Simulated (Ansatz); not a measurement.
**CF (quartet): the correlation ladder, 6-31G**

How much of the correlation energy of CF (quartet) does each wave-function method recover here?

Computed with Ansatz 0.2.0, Gaussian basis. Level: 6-31G, core rule «outside noble gas», up to 2 orbitals frozen.

To be run: UHF; CCSD(T) on ROHF; CCSD(T) on UHF; BCCD(T) on ROHF; CISD as a restricted active space (open shells left free, so some higher excitations enter); CCSDT(Q) on ROHF; CCSDT(Q) on UHF; CISDTQ; CCSDTQ on ROHF; CCSDTQ on UHF; CASSCF and MRCISD+Q, 11 electrons in 8 orbitals; CASSCF and NEVPT4(SD), 11 electrons in 8 orbitals; CASSCF and NEVPT2, 11 electrons in 8 orbitals; Full CI.

13 further runs of the same task are left out: 6 that didn't finish, 7 set aside as unsound or not needed. Runs told in other sessions of the task aren't counted.

### 1 The system

The geometry is a PBE0/def2-TZVP stationary point (not a proven minimum).

2 atoms, charge 0, spin multiplicity 4.

Atoms are counted from 1 here; the program's logs count them from 0.

Bond lengths: C1–F2 1.316 Å.

### 2 UHF

The input, in.yaml:

```yaml
crystal:
  periodic: [false, false, false]
  atoms:
    - {symbol: C, position_ang: [0.000000, 0.000000, 0.000000]}
    - {symbol: F, position_ang: [0.000000, 0.000000, 1.315900]}
basis:
  gaussian: {orbitals: 6-31G}
magnetization: {spin_polarized: true, initial_magnetization: 3}
hamiltonian: {xc: hf}
output: {orbitals: {seedname: orbitals}}
```

Run with:

```bash
ansatz run in.yaml --threads 1 --pin off --events-out ev --progress --plain --max-ram 2393MiB
```

The runs that follow: CCSD(T) on ROHF; CCSD(T) on UHF; BCCD(T) on ROHF; CISD as a restricted active space (open shells left free, so some higher excitations enter); CCSDT(Q) on ROHF; CCSDT(Q) on UHF; CISDTQ; CCSDTQ on ROHF; CCSDTQ on UHF; CASSCF and MRCISD+Q, 11 electrons in 8 orbitals; CASSCF and NEVPT4(SD), 11 electrons in 8 orbitals; CASSCF and NEVPT2, 11 electrons in 8 orbitals; Full CI.

Before running them: what should the planned runs give, taken together? Wanted: FCI from the RHF energy; RMP2 from FCI; UMP2 from FCI; RCCSD from FCI; RCCSD(T) from FCI; UCCSD(T) from FCI; RCCSDT(Q) from FCI; UCCSDT(Q) from FCI; NEVPT2 valence from FCI.

**Answer**, as computed:

```
                         quantity                                                                                        value
          FCI from the ROHF energy                                                                                   -4.3757 eV
                    RMP2 from FCI                                                                                 +25.0 kJ/mol
                    UMP2 from FCI                                                                                 +23.5 kJ/mol
                   RCCSD from FCI                                                                                  +7.6 kJ/mol
                RCCSD(T) from FCI                                                                                  +1.9 kJ/mol
                UCCSD(T) from FCI                                                                                  +1.8 kJ/mol
               RCCSDT(Q) from FCI                                                                                   0.0 kJ/mol
               UCCSDT(Q) from FCI                                                                                  -0.2 kJ/mol
          NEVPT2 valence from FCI                                                                                 +47.4 kJ/mol
      NEVPT4(SD) valence from FCI                                                                                  +9.4 kJ/mol
        MRCISD+Q valence from FCI                                                                                  +5.1 kJ/mol
levels within 1 kcal/mol (43 meV)  RCCSD(T), UCCSD(T), BCCD(T), RCCSDT, UCCSDT, CISDTQ, RCCSDT(Q), UCCSDT(Q), RCCSDTQ, UCCSDTQ
                    T1 diagnostic                                                                                        0.019
   effectively unpaired electrons                                                                                         3.01
```

**Reading.** RCCSD(T) lands +1.9 kJ/mol from the yardstick (0.4 % of the correlation energy). UCCSDT(Q) falls below full CI: unrestricted runs freeze a spin-polarised core, another one than full CI's, and coupled cluster isn't variational. One determinant dominates. Of the multireference levels listed MRCISD+Q valence comes nearest in total energy (+5.1 kJ/mol), which doesn't show that its space is the better one. These misses are within one basis, not against nature; the frozen cores of restricted and unrestricted runs differ, which can shift their rows.

Levels on UHF freeze UHF's core orbitals, full CI those of ROHF, so the U rows can settle a little off it for that reason alone.

With open shells the CI space here admits some higher excitations, so it is larger than plain CISD.
